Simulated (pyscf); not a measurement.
**Four-centre exchange: Cl–TaH(Cl)(Cl)–Cl + HF -> F–Ta(Cl)(Cl)(Cl)–Cl + H₂**

Gas phase, singlet surface, charge 0. Bonds broken: Ta2–H6, F7–H8. Bonds formed: Ta2–F7, H6–H8. Structures and frequencies: ωB97X-D3(BJ)/def2-SVP in PySCF.

Transition state (Å):

```xyz
8

Cl    -0.3606     1.4072     1.2014
Ta    -1.1923    -0.2404    -0.1794
Cl    -1.8348    -1.2192    -2.1651
Cl    -3.3337     0.3528     0.2962
Cl    -0.8196    -2.0799     1.0931
H     -0.4396     0.9620    -1.4467
F      0.8490    -0.5660    -0.8212
H      0.3864     0.3543    -1.3356
```

One imaginary mode, 938i cm⁻¹; descent along it reached the two sides named, in the forms told below.

```tsv
bond	change	reactant side (Å)	saddle	product side
Ta2–H6	breaks	1.746	1.902	2.7
F7–H8	breaks	0.934	1.151	2.494
Ta2–F7	forms	2.451	2.164	1.872
H6–H8	forms	1.983	1.031	0.762
```

Electronic energies relative to the separated reactants (kcal/mol):

```json
[
 {"level": "ωB97X-D3(BJ)/def2-TZVP", "barrier": "0.9", "reaction energy": "-33.6", "reverse barrier": "34.5"},
 {"level": "PBE/def2-TZVP", "barrier": "-2.3", "reaction energy": "-34.0", "reverse barrier": "31.7"},
 {"level": "r²SCAN/def2-TZVP", "barrier": "-3.6", "reaction energy": "-36.6", "reverse barrier": "33.0"},
 {"level": "B3LYP-D3(BJ)/def2-TZVP", "barrier": "1.2", "reaction energy": "-33.7", "reverse barrier": "34.9"},
 {"level": "PBE0-D3(BJ)/def2-TZVP", "barrier": "0.4", "reaction energy": "-31.1", "reverse barrier": "31.5"},
 {"level": "M06-2X/def2-TZVP", "barrier": "4.1", "reaction energy": "-31.8", "reverse barrier": "35.9"},
 {"level": "ωB97M-D3(BJ)/def2-TZVP", "barrier": "2.7", "reaction energy": "-32.0", "reverse barrier": "34.7"},
 {"level": "HF/def2-TZVP", "barrier": "19.7", "reaction energy": "-28.8", "reverse barrier": "48.5"}
]
```

With ωB97M-D3(BJ)/def2-TZVP energies and thermal terms (ideal gas, 1 atm, RRHO with modes under 100 cm⁻¹ raised to 100, one conformer, R ln 2 for chiral ones without a mode under 150 cm⁻¹), in kcal/mol:

```csv
T (K),ΔH‡,ΔG‡,ΔH,ΔG
298,1.5,11.9,-34.6,-32.4
600,1.2,22.6,-33.8,-30.6
900,1.3,33.3,-33.3,-29.0
1200,1.7,43.9,-33.0,-27.7
```

On the reactant side the descent ends in an adduct with a F–Ta contact, 5.9 kcal/mol under the separated species and 6.8 kcal/mol under the saddle at ωB97X-D3(BJ)/def2-TZVP. At PBE, r²SCAN the saddle lies under the separated reactants, which points to a path from their complex (located at ωB97X-D3(BJ) alone). What is counted as formed (F–Ta) is already present as a longer contact in the reactant adduct; forming that adduct is a step of its own. At the saddle there is also a short H–Ta contact that neither side keeps. One saddle was located; it need not be the lowest between these sides. Elements past Kr carry the def2 core potentials, without spin-orbit coupling.
